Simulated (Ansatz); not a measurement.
A nudged elastic band was laid between two geometries of H3Si + H4Si (9 atoms, charge 0, multiplicity 2).

All numbers below come from UKS BHLYP/6-31G* (Ansatz).

```json
{
 "movable images": "9",
 "climbing image": "yes",
 "spring": "5.0 eV/Å²",
 "optimiser": "quadratic models (default)",
 "start path": "through a guess of the saddle point",
 "force threshold": "0.03 eV/Å",
 "iteration limit": "60",
 "end points": "relaxed"
}
```

Initial state:

```xyz
9
Properties=species:S:1:pos:R:3
Si 0.000 0.000 -0.844
H 0.000 0.000 0.631
H 1.392 0.000 -1.336
H -0.695 1.205 -1.337
H -0.695 -1.205 -1.336
Si 0.000 0.000 4.611
H -0.759 -1.182 5.069
H 1.404 -0.066 5.068
H -0.644 1.249 5.068
```

Final state:

```xyz
9
Properties=species:S:1:pos:R:3
Si 0.001 0.000 -1.075
H -0.001 0.000 2.777
H 1.406 0.000 -1.533
H -0.702 1.217 -1.532
H -0.702 -1.217 -1.533
Si 0.000 0.000 4.253
H -0.752 -1.171 4.745
H 1.390 -0.066 4.745
H -0.638 1.236 4.745
```

(1) What changes between the two ends?

(2) Give the energies along the band, and the barrier.

(3) What is the geometry of the highest image?

Results:

(1) Bonds broken: Si1–H2. Bonds formed: H2–Si6.

(2) The forces met the threshold. The highest image is number 5 of 0 to 10, 48.4 kJ/mol above the ends, which have the same energy within 2 meV. A vibrational analysis at the climbing image gives one clearly imaginary mode, 1339i cm⁻¹, and a faint second one (33i cm⁻¹) that may be numerical noise or a soft torsion: probably a first-order saddle point.

```json
{"image": "0", "path coordinate (Å)": "0.00", "energy (kJ/mol)": "0.0", "Si1–H2 (Å)": "1.48", "H2–Si6 (Å)": "3.98"}
{"image": "1", "path coordinate (Å)": "0.60", "energy (kJ/mol)": "0.3", "Si1–H2 (Å)": "1.48", "H2–Si6 (Å)": "3.58"}
{"image": "2", "path coordinate (Å)": "1.20", "energy (kJ/mol)": "1.7", "Si1–H2 (Å)": "1.48", "H2–Si6 (Å)": "3.18"}
{"image": "3", "path coordinate (Å)": "1.79", "energy (kJ/mol)": "6.3", "Si1–H2 (Å)": "1.48", "H2–Si6 (Å)": "2.79"}
{"image": "4", "path coordinate (Å)": "2.39", "energy (kJ/mol)": "17.8", "Si1–H2 (Å)": "1.49", "H2–Si6 (Å)": "2.39"}
{"image": "5", "path coordinate (Å)": "2.99", "energy (kJ/mol)": "48.4", "Si1–H2 (Å)": "1.77", "H2–Si6 (Å)": "1.77"}
{"image": "6", "path coordinate (Å)": "3.55", "energy (kJ/mol)": "19.0", "Si1–H2 (Å)": "2.37", "H2–Si6 (Å)": "1.49"}
{"image": "7", "path coordinate (Å)": "4.11", "energy (kJ/mol)": "7.3", "Si1–H2 (Å)": "2.74", "H2–Si6 (Å)": "1.48"}
{"image": "8", "path coordinate (Å)": "4.67", "energy (kJ/mol)": "2.3", "Si1–H2 (Å)": "3.11", "H2–Si6 (Å)": "1.48"}
{"image": "9", "path coordinate (Å)": "5.23", "energy (kJ/mol)": "0.5", "Si1–H2 (Å)": "3.48", "H2–Si6 (Å)": "1.48"}
{"image": "10", "path coordinate (Å)": "5.79", "energy (kJ/mol)": "0.0", "Si1–H2 (Å)": "3.85", "H2–Si6 (Å)": "1.48"}
```

(3) 
```xyz
9
Properties=species:S:1:pos:R:3
Si 0.000 0.000 -0.035
H 0.000 0.000 1.732
H 1.398 0.000 -0.516
H -0.698 1.210 -0.517
H -0.698 -1.210 -0.517
Si 0.000 0.000 3.501
H -0.755 -1.176 3.982
H 1.396 -0.066 3.982
H -0.641 1.242 3.982
```

Run time: 2.2 min on 1 thread of Arm Neoverse V2, with other jobs on the host, peak memory 0.13 GiB.
